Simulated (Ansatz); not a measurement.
This geometry of CH4NSi (7 atoms, charge 0, multiplicity 2) is a first-order saddle point.

Computed with UKS PBE0/6-31G* (Ansatz 0.2.0).

```xyz
7
Properties=species:S:1:pos:R:3
N -0.972 0.693 -0.780
C 0.063 0.169 0.040
Si 1.342 -1.030 -0.660
H -0.968 -0.485 -0.168
H -1.511 1.367 -0.223
H 0.163 0.594 1.046
H 1.883 -1.309 0.746
```

(1) Which two structures does it join? (They come from a converged band through this point; their orientation in space is the band's.)

(2) How far does it lie above each of them?

Results:

(1) Bonds broken: N1–H4. Bonds formed: C2–H4.

Image 0:

```xyz
7
Properties=species:S:1:pos:R:3
N -1.010 0.434 -0.385
C 0.153 0.117 0.199
Si 1.130 -1.400 -0.274
H -1.388 -0.160 -1.112
H -1.550 1.251 -0.139
H 0.441 0.842 0.962
H 2.224 -1.084 0.748
```

Image 8:

```xyz
7
Properties=species:S:1:pos:R:3
N -1.131 0.736 -0.752
C -0.276 0.021 0.100
Si 1.345 -0.654 -0.742
H -0.687 -0.997 0.295
H -0.983 1.735 -0.573
H -0.034 0.456 1.085
H 1.766 -1.298 0.587
```

(2) 256.8 kJ/mol above the first and 126.8 kJ/mol above the second. This is the barrier of this one path; another mechanism may lie lower.

Time of the run: 3.5 min on 1 thread of Arm Neoverse V2, with other jobs on the host, peak memory 0.14 GiB.
